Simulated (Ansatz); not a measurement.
# SiH (quartet): from Hartree-Fock to the top rungs, def2-QZVPP

An exercise on one series of results from a longer session: the logs are not shown, and one member is left open.

The runs use Ansatz 0.2.0, Gaussian basis; def2-QZVPP, core rule «outside noble gas», up to 5 orbitals frozen.

To be run: UHF; ROHF; CCSD(T) on UHF.

## The geometry

The geometry is a PBE0/def2-TZVP stationary point (not a proven minimum).

2 atoms, charge 0, spin multiplicity 4.

Atoms are counted from 1 here; the program's logs count them from 0.

Bond lengths: Si1–H2 1.500 Å.

Geometry (Å):

```csv
atom,x (Å),y (Å),z (Å)
Si1,0.0000,0.0000,0.0000
H2,0.0000,0.0000,1.4995
```

Set-up of the first run:

The input, in.yaml:

```yaml
crystal:
  periodic: [false, false, false]
  atoms:
    - {symbol: Si, position_ang: [0.000000, 0.000000, 0.000000]}
    - {symbol: H, position_ang: [0.000000, 0.000000, 1.499536]}
basis:
  gaussian: {orbitals: "def2-QZVPP.json"}
magnetization: {spin_polarized: true, initial_magnetization: 3}
hamiltonian: {xc: hf}
output: {orbitals: {seedname: orbitals}}
```

The run is started by

```sh
> ansatz run in.yaml --threads 1 --pin off --events-out ev --progress --plain --max-ram 4096MiB --backend cpu
```

Among the steps run: UHF; ROHF; CCSD(T) on UHF.

One of the session's tables, all rows but one given; the rest of the session is left out.

```
  method  from UCCSD(T) (kJ/mol)
    ROHF                       ?
     UHF                  +227.2
    UMP2                   +54.0
   UCCSD                    +8.7
UCCSD(T)                       0
```

Estimate the missing values for ROHF.

As computed: from UCCSD(T) (kJ/mol): +230.3. In the column «from UCCSD(T) (kJ/mol)» it is the highest.
